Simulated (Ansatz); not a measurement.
Rutile TiO2, relaxed in Ansatz (plane waves) with several semilocal functionals. Each gives its own volume and its own bulk modulus:

```json
[
 {"level": "LDA", "V0 (Å³/atom)": "10.057", "bulk modulus B0 (GPa)": "241.8", "ln V0": "2.3083", "ln B0": "5.4881"},
 {"level": "PBEsol", "V0 (Å³/atom)": "10.325", "bulk modulus B0 (GPa)": "222.5", "ln V0": "2.3346", "ln B0": "5.4049"},
 {"level": "PBE", "V0 (Å³/atom)": "10.651", "bulk modulus B0 (GPa)": "201.7", "ln V0": "2.3657", "ln B0": "5.3068"}
]
```

### Question
Fit a straight line to ln B0 against ln V0. What does it predict for r²SCAN, whose volume is 10.401 Å³/atom?

### Answer
With x = ln V0 and y = ln B0: means 2.33620 and 5.39993; Σ(Δx Δy) = -0.005215, Σ(Δx²) = 0.001651, so the slope is -3.16. At x = 2.3419 the line gives y = 5.39993 + (-3.16) × (2.3419 − 2.33620) = 5.3819, or 217.4 GPa. The run with r²SCAN gives 229.4 GPa, +5.5 % from the line. The rows used scatter about it by up to 0.0 %, while the largest value lies 20 % above the smallest. For comparison, PBE's own equation of state has B′ = 5.6, the slope −d ln B/d ln V at a fixed functional; the two needn't agree, since functionals also differ at one volume.

Measured: 212 ± 1 GPa (measured, room temperature, no zero-point or thermal correction, adiabatic, from measured elastic constants, our sources range from 210 to 239; as tabulated in Elasticity of TiO2 rutile to 1800 K).

Ansatz's density-functional and Hartree–Fock values are scalar-relativistic unless marked +SOC, with PAW data made under PBE.

Ansatz is a first-principles code.
